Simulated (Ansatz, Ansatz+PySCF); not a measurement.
| atom | x (Å) | y (Å) | z (Å) |
| --- | --- | --- | --- |
| N | 1.1384 | 0.0254 | 0.0375 |
| C | 0.2944 | 1.0976 | -0.0211 |
| C | -1.0293 | 0.7102 | 0.0185 |
| C | -0.9851 | -0.7159 | -0.0497 |
| C | 0.3332 | -1.1152 | 0.0498 |
| H | 2.1125 | -0.0169 | 0.0448 |
| H | 0.7533 | 2.1018 | -0.0448 |
| H | -1.8509 | 1.3213 | -0.0236 |
| H | -1.8309 | -1.4105 | -0.0005 |
| H | 0.7660 | -2.0659 | 0.0016 |

RHF-MP2 on singlet C₄H₅N was run in several spherical basis sets with Ansatz (development build ahead of 0.2.0). Frozen core: 5 orbitals.

**Question.** Rank the basis sets by the total energy that they give, lowest first, with the distance from the lowest.
A. def2-SVP
B. 6-31G
C. 6-31G(d)
D. cc-pVDZ

**Answer.** D (0.00 eV), C (1.40 eV), A (4.66 eV), B (9.22 eV).

Totals follow the description of the cores as much as that of the bonds, so this order isn't one of quality for chemistry.
